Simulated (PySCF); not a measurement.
phenol (C6H6O), SMILES Oc1ccccc1. The structure is a stationary point at TPSSh-D3(BJ)/def2-SVP. One conformer was computed; it need not be the lowest.

These are TPSSh-D3(BJ)/def2-SVP (PySCF) values and carry that method's errors.

Harmonic wavenumbers (cm⁻¹): 230, 388, 399, 420, 518, 528, 623, 703, 766, 827, 832, 896, 979, 1003, 1005, 1044, 1088, 1167, 1179, 1189, 1309, 1353, 1395, 1503, 1536, 1652, 1669, 3157, 3179, 3187, 3202, 3208, 3783. Rotational constants (GHz): 5.620, 2.607, 1.781; symmetry number 1.

Task: Work out the zero-point energy and the ideal-gas rigid-rotor harmonic-oscillator thermochemistry at 298.15 K and 1 atm.

Result: ZPE = ½ Σ hcν = ½ × 45919 cm⁻¹ = 65.64 kcal/mol. H − E(el) = 69.68 kcal/mol. Entropy in cal/(mol K): translation 39.54, rotation 26.91, vibration 8.08, total 74.53. G − E(el) = 47.46 kcal/mol. Cp = 23.79 cal/(mol K).
